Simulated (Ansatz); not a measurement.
Input for Ansatz (development build ahead of 0.2.0):

```yaml
crystal:
  periodic: [false, false, false]
  atoms:
    - { symbol: C, position_ang: [-0.3986, -0.1819, 0.1345] }
    - { symbol: O, position_ang: [-0.5107, 0.7706, 0.8574] }
    - { symbol: C, position_ang: [0.7584, -0.429, -0.7849] }
    - { symbol: H, position_ang: [-1.1943, -0.9747, 0.1096] }
    - { symbol: H, position_ang: [1.4928, 0.3835, -0.7069] }
    - { symbol: H, position_ang: [1.2314, -1.3934, -0.5365] }
    - { symbol: H, position_ang: [0.3968, -0.5154, -1.8228] }
basis:
  gaussian: { orbitals: def2-SVP }
total_charge: 1
magnetization:
  spin_polarized: true
  initial_magnetization: 1
hamiltonian:
  xc: pbe0
output:
  forces: true
```

The input is written out in the form of the current development build from the run's settings.

Results

```yaml
Converged: yes
Total_energy: -153.16802 hartree
Spin_squared_of_the_determinant: 0.758
Stability_test: minimum
```

Forces (eV/Å):
| atom | Fx | Fy | Fz |
| --- | --- | --- | --- |
| C1 | 0.421 | -0.005 | -0.277 |
| O2 | -0.141 | -0.512 | -0.258 |
| C3 | 0.583 | 0.496 | -0.039 |
| H4 | -0.320 | 0.149 | 0.309 |
| H5 | -0.019 | 0.016 | 0.024 |
| H6 | -0.187 | -0.150 | 0.235 |
| H7 | -0.336 | 0.006 | 0.006 |
